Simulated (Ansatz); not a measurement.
For fcc Ir, r²SCAN-D4 (Ansatz, a program for electronic structure, plane waves, PAW) gives:

| Quantity | Result |
|---|---|
| lattice parameter a | 3.835 Å |
| bulk modulus B0 | 386 GPa |

What does r²SCAN0 (Ansatz, plane waves, PAW) give for the same quantities?


- lattice constant a: 3.811 Å (decreases by 0.6 %)
- bulk modulus: 417 GPa (goes up by 8.0 %)

For comparison: lattice constant a 3.831 Å (measured, static lattice: zero-point anharmonic expansion removed; as tabulated in Mejia-Rodriguez and Trickey (2018), arXiv:1807.09216); bulk modulus 365 GPa (measured, corrected for temperature and zero-point phonon effects; as tabulated in Levämäki et al. (2014), arXiv:1402.3671).

Changes are worked out from the printed values.

Unless a cell is named, each level is at its own relaxed cell (r²SCAN-D4 14.11, r²SCAN0 13.84 Å³/atom).

Levels without +SOC leave out spin–orbit coupling, which shifts energies and cells of such heavy elements.

Ansatz's density-functional and Hartree–Fock values are scalar-relativistic unless marked +SOC, with PAW data made under PBE.
